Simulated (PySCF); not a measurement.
# How the method moves the HOMO and LUMO of `O=C(O)C1CC1`

Species: C4H6O2.
Structure used (PBE0-D3(BJ)/def2-SVP), in Å, numbered top down from 1:
```
atom  x, y, z in Å
O1     1.8165   -0.0793   -1.7348
C2     1.1703    0.0914   -0.7340
O3     1.6972    0.6434    0.3749
C4    -0.2559   -0.2740   -0.5779
C5    -1.1688    0.5678    0.2823
C6    -0.7677   -0.7837    0.7492
H7     2.6229    0.8373    0.1649
H8    -0.6653   -0.7098   -1.4908
H9    -2.1859    0.7188   -0.0871
H10   -0.7214    1.4326    0.7771
H11   -0.0433   -0.8494    1.5640
H12   -1.4986   -1.5951    0.7123
```

Basis pcSseg-2 throughout (PySCF), one geometry. The structure is a single PBE0-D3(BJ)/def2-SVP conformer in the gas phase; no vibrational or solvent corrections.

Problem. How do the orbital energies, the gap and the dipole change with the method?

Solution. 
```csv
method,kind,HOMO (eV),LUMO (eV),gap (eV),μ (D),SCF cycles
OPBE,GGA,-6.23,-0.81,5.42,2.17,16
BLYP,GGA,-6.23,-0.85,5.38,2.22,16
PBE,GGA,-6.31,-0.95,5.36,2.20,16
B97-D,GGA,-6.32,-0.85,5.47,2.22,16
BP86,GGA,-6.42,-1.04,5.38,2.22,15
KT3,GGA,-6.45,-0.88,5.57,2.22,16
KT2,GGA,-6.46,-0.89,5.57,2.25,16
LDA,LDA,-6.53,-1.23,5.30,2.23,15
B97-2,global hybrid,-7.64,0.10,7.73,2.28,14
B3LYP,global hybrid,-7.70,-0.13,7.57,2.29,14
PBE0,global hybrid,-7.94,0.16,8.10,2.28,14
mPW1PW91,global hybrid,-7.97,0.14,8.11,2.28,14
CAM-B3LYP,range-separated hybrid,-9.44,1.16,10.60,2.30,13
BHandHLYP,global hybrid,-9.49,1.01,10.51,2.38,13
wB97X-D,range-separated hybrid,-9.85,2.02,11.87,2.29,14
LC-wPBE,range-separated hybrid,-10.77,2.31,13.08,2.26,15
HF,Hartree–Fock,-11.78,2.60,14.39,2.53,11
```

The HOMO spans 5.56 eV, from OPBE down to HF, and the gap runs from 5.30 eV (LDA) to 14.39 eV (HF). Over the methods OPBE (0 %), BLYP (0 %), PBE (0 %), B97-D (0 %), BP86 (0 %), KT3 (0 %), KT2 (0 %), LDA (0 %), B97-2 (21 %), B3LYP (20 %), PBE0 (25 %), mPW1PW91 (25 %), BHandHLYP (50 %), HF (100 %), a straight line through the gap against the share of exact exchange rises by 0.92 eV for each 10 % (correlation coefficient 0.996). The dipole ranges from 2.17 D (OPBE) to 2.53 D (HF). This basis has no diffuse functions.

The vertical ΔSCF ionisation energy at wB97X-D/def2-SVPD is 10.39 eV; −ε(HOMO) comes closest to it with LC-wPBE (10.77 eV).
